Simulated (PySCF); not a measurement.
## AlS⁺: frontier orbitals

PBE0 at R = 2.187 Å; PySCF, no relativity, basis sets Al 6-311G(d,p), S 6-311G(d,p). State: ³Π (triplet), unpaired electrons σ ↑, π ↑. Only the outer orbitals are listed, counted within each symmetry.

| spin | orbital | occ. | ε (eV) | on Al (%) | main shells (%) |
| --- | --- | --- | --- | --- | --- |
| α | 7σ | 1 | -26.58 | 5 | 93 S s |
| α | 8σ | 1 | -17.44 | 49 | 48 Al s, 44 S p |
| α | 3π | 1 | -15.52 | 6 | 93 S p |
| α | 3π | 1 | -14.23 | 9 | 90 S p, 8 Al p |
| α | 9σ | 1 | -14.00 | 71 | 41 Al s, 29 S p, 29 Al p |
| α | 4π | 0 | -8.21 | 96 | 96 Al p |
| α | 4π | 0 | -7.97 | 94 | 93 Al p |
| α | 10σ | 0 | -5.30 | 102 | 83 Al p, 12 Al s, 8 S p |
| β | 7σ | 1 | -24.78 | 9 | 90 S s |
| β | 8σ | 1 | -16.18 | 49 | 45 Al s, 42 S p, 9 S s |
| β | 3π | 1 | -13.70 | 10 | 90 S p, 8 Al p |
| β | 3π | 0 | -10.98 | 16 | 84 S p, 14 Al p |
| β | 9σ | 0 | -10.59 | 73 | 51 Al s, 27 S p, 21 Al p |
| β | 4π | 0 | -7.17 | 93 | 93 Al p |

Q: Which are the highest filled and the lowest empty level, where do they sit, and how wide is the gap?

A: Highest filled β 3π at -13.70 eV (in %: 90 S p, 8 Al p); lowest empty β 3π at -10.98 eV (in %: 84 S p, 14 Al p); the gap at PBE0 is 2.72 eV. Both belong to one degenerate shell, split only by its one-sided filling, so this is no excitation gap.

The bond order (Mayer) is 1.29, the ⟨S²⟩ is 2.008 and the charge on Al (Mulliken, basis-dependent) is 0.92. The charge on Al (Löwdin, basis-dependent) is 0.78. The dipole moment (positive dipole points towards S; it is taken about the centre of mass and depends on that origin) is -4.69 D and the polarisability along the bond is 60.0 bohr³. The polarisability across the bond is 29.4 bohr³.

Shares are Mulliken populations and can fall outside 0 to 100 %.

The state was picked by a PBE0 search and need not be the measured ground state.
